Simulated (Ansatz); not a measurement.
# How methods differ on CH5Al (AlH2Me)

The species is CH5Al (7 atoms), meant as a singlet with charge 0. SMILES: `[H][Al]([H])[CH3]`. The shape comes from GFN2-xTB, which is rough for such elements, and wasn't checked as a minimum.

```tsv
atom	x (Å)	y (Å)	z (Å)
Al	0.5322	0.9260	-0.0028
H	2.0796	1.0307	0.0395
H	-0.1571	2.3156	-0.0328
C	-0.4568	-0.7945	-0.0027
H	-0.5786	-1.2238	-1.0051
H	-1.4692	-0.6903	0.4088
H	0.0499	-1.5636	0.5952
```

Quantity: the energy change with the Al1–H3 bond stretched from 1.551 to 2.327 Å, in eV. The values are calculated.

| level | kind | program | value (eV) | less FCI/STO-3G |
| --- | --- | --- | --- | --- |
| PBE/STO-3G (restricted) | GGA | Ansatz | 2.93 | -0.15 |
| B3LYP/STO-3G (restricted) | global hybrid | Ansatz | 3.16 | +0.08 |
| PBE0/STO-3G (restricted) | global hybrid | Ansatz | 3.28 | +0.20 |
| CAM-B3LYP/STO-3G (restricted) | range-separated hybrid | Ansatz | 3.39 | +0.31 |
| HSE06/STO-3G (restricted) | range-separated hybrid | Ansatz | 3.27 | +0.19 |
| wB97M-V/STO-3G (restricted) | range-separated hybrid | Ansatz | 3.38 | +0.30 |
| wB97X/STO-3G (restricted) | range-separated hybrid | Ansatz | 3.46 | +0.38 |
| RPA@PBE/STO-3G (restricted) | RPA | Ansatz | 3.05 | -0.03 |
| FCI/STO-3G | exact in the basis | Ansatz | 3.08 | 0.00 |

FCI/STO-3G is exact within its basis and frozen core, so for wave-function methods in that basis the difference is their error; functionals converge differently with the basis, so for them it is only a difference. The first shape isn't each level's own minimum. The values span 2.93 to 3.46 eV. All rows use very small basis sets, so even the best lies far from the true value.
